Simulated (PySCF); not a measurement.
Compound: CH3O3S (charge -1).
Cartesian coordinates in Å at the PBE0-D3(BJ)/def2-TZVP level; atoms count from 1:
```
atom  x, y, z in Å
C1    -0.785   -0.431   -0.048
S2     0.792    0.423    0.034
O3     1.500   -0.008   -1.164
O4     0.436    1.836    0.038
O5     1.390   -0.044    1.279
H6    -0.603   -1.506   -0.027
H7    -1.388   -0.134    0.811
H8    -1.286   -0.153   -0.976
```

The closed-shell ground state was solved at several levels (PySCF, density fitting, gas phase, non-relativistic). Isolated species at its PBE0-D3(BJ)/def2-TZVP geometry, gas phase. No diffuse functions stand in pcSseg-2, which bears on an anion's orbital energies.

```tsv
level	basis functions	total energy (Eh)	HOMO (eV)	LUMO (eV)	gap (eV)
KT3/pcSseg-2	229	-670.3618	-0.57	3.76	4.33
B97-2/pcSseg-2	229	-663.9089	-1.81	4.60	6.41
PBE0/pcSseg-2	229	-663.5598	-2.11	4.57	6.68
```

Question: Estimate the row for wB97X-D/pcSseg-2, a basis of 229 functions; the other rows only guide the guess.

Answer: Total energy -663.8914 Eh, HOMO -4.04 eV, LUMO 6.20 eV, gap 10.24 eV.

Question: Over all these levels, which gives the widest orbital gap and which the narrowest?

Answer: wB97X-D/pcSseg-2 (range-separated hybrid) has the widest, 10.24 eV, and KT3/pcSseg-2 (GGA) the narrowest, 4.33 eV. From the narrowest to the widest the HOMO moves by -3.47 eV and the LUMO by +2.44 eV.

Question: In the pcSseg-2 basis, how does the gap go with the fixed share of exact exchange?

Answer: KT3 (0 %) 4.33 eV; B97-2 (21 %) 6.41 eV; PBE0 (25 %) 6.68 eV. Each rise in the share widens the gap here.

Note: wB97X-D ran without an empirical dispersion term, which enters the total energy and its gradient alone.
